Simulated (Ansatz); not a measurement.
# SiH4O (built from SMILES O.[SiH2]): one structure at several levels

A test off equilibrium: a displaced guess of a reacting structure is computed at several levels, and each is set against CCSD(T).

Computed with Ansatz 0.2.0, Gaussian basis. Level: single points in def2-TZVPP.

Correlated methods freeze the cores.

## (1) Where the work starts

6 atoms, charge 0, spin multiplicity 1.

Atoms are counted from 1 here; the program's logs count them from 0.

Bond lengths: Si1–H2 1.551 Å, Si1–H4 1.470 Å, Si1–H5 1.424 Å, H2–O3 1.266 Å, O3–H6 0.910 Å. Angles: H2–Si1–H4 118.4°, H2–Si1–H5 123.5°, H4–Si1–H5 104.0°, Si1–H2–O3 100.6°, H2–O3–H6 113.6°.

As a file:

```
Si   -0.5999    0.4856   -0.5090
H     0.9144    0.1632   -0.6035
O     1.1287   -0.2888    0.5597
H    -1.5488   -0.6326   -0.4116
H    -1.1407    1.4747    0.3613
H     1.1902   -1.1959    0.5916
```

## (2) CCSD(T)/def2-TZVPP

run/in.yaml reads:

```yaml
crystal:
  periodic: [false, false, false]
  atoms:
    - {symbol: Si, position_ang: [-0.599900, 0.485600, -0.509000]}
    - {symbol: H, position_ang: [0.914400, 0.163200, -0.603500]}
    - {symbol: O, position_ang: [1.128700, -0.288800, 0.559700]}
    - {symbol: H, position_ang: [-1.548800, -0.632600, -0.411600]}
    - {symbol: H, position_ang: [-1.140700, 1.474700, 0.361300]}
    - {symbol: H, position_ang: [1.190200, -1.195900, 0.591600]}
basis:
  gaussian: {orbitals: def2-TZVPP}
correlation: {method: ccsd_t}
output: {forces: true}
```

The command line of these runs was not kept.

## (3) PBE0-D4/def2-TZVPP

Edit run/in.yaml of step 2 so:

```diff
@@ -11,3 +11,3 @@
   gaussian: {orbitals: def2-TZVPP}
-correlation: {method: ccsd_t}
-output: {forces: true}
+hamiltonian: {xc: pbe0, dispersion: d4}
+output: {forces: true, orbitals: {seedname: orbitals}}
```

## (4) wB97M-V/def2-TZVPP

Edit run/in.yaml of step 3 so:

```diff
@@ -11,3 +11,3 @@
   gaussian: {orbitals: def2-TZVPP}
-hamiltonian: {xc: pbe0, dispersion: d4}
-output: {forces: true, orbitals: {seedname: orbitals}}
+hamiltonian: {xc: {name: wB97M-V}}
+output: {forces: true}
```

## (5) r2SCAN-D4/def2-TZVPP

Edit run/in.yaml of step 4 so:

```diff
@@ -11,3 +11,3 @@
   gaussian: {orbitals: def2-TZVPP}
-hamiltonian: {xc: {name: wB97M-V}}
+hamiltonian: {xc: r2scan, dispersion: d4}
 output: {forces: true}
```

## (6) PBE-D4/def2-TZVPP

Edit run/in.yaml of step 5 so:

```diff
@@ -11,3 +11,3 @@
   gaussian: {orbitals: def2-TZVPP}
-hamiltonian: {xc: r2scan, dispersion: d4}
+hamiltonian: {xc: pbe, dispersion: d4}
 output: {forces: true}
```

## (7) HSE06-D4/def2-TZVPP

Edit run/in.yaml of step 6 so:

```diff
@@ -11,3 +11,3 @@
   gaussian: {orbitals: def2-TZVPP}
-hamiltonian: {xc: pbe, dispersion: d4}
+hamiltonian: {xc: hse06, dispersion: d4}
 output: {forces: true}
```

## (8) r2SCAN0-D4/def2-TZVPP

Edit run/in.yaml of step 7 so:

```diff
@@ -11,3 +11,3 @@
   gaussian: {orbitals: def2-TZVPP}
-hamiltonian: {xc: hse06, dispersion: d4}
+hamiltonian: {xc: {name: r2SCAN0}, dispersion: d4}
 output: {forces: true}
```

(Steps that only read results are left out.)

**Question.** What will these runs give? Wanted: energy less free atoms, CCSD(T)/def2-TZVPP; RMS force component; RMS force error; HOMO and LUMO, PBE0-D4; T1 diagnostic.

**Answer**, as computed:

| quantity | value |
| --- | --- |
| energy less free atoms, CCSD(T)/def2-TZVPP | -359.3 kcal/mol |
| RMS force component | 1.344 to 1.553 eV/Å over the methods |
| RMS force error | PBE0-D4 0.088, wB97M-V 0.133, r2SCAN-D4 0.084, PBE-D4 0.208, HSE06-D4 0.086, r2SCAN0-D4 0.152 eV/Å |
| HOMO and LUMO, PBE0-D4 | -6.57 and -1.87 eV |
| T1 diagnostic | 0.018 |

What this shows: Against CCSD(T) the functionals' energies less atoms differ by -16.9 to -0.7 kcal/mol, PBE-D4 by -16.9 kcal/mol. A larger basis would deepen the CCSD(T) value, while the functionals are nearly converged already, so the order here is not reliable. The forces of r2SCAN-D4 come nearest to CCSD(T), those of PBE-D4 are farthest. Frozen-core CCSD(T) forces in triple zeta carry basis errors of their own, and this is one geometry, so small gaps rank nothing. The restricted Hartree–Fock reference is unstable towards an unrestricted one at one or more of these structures.
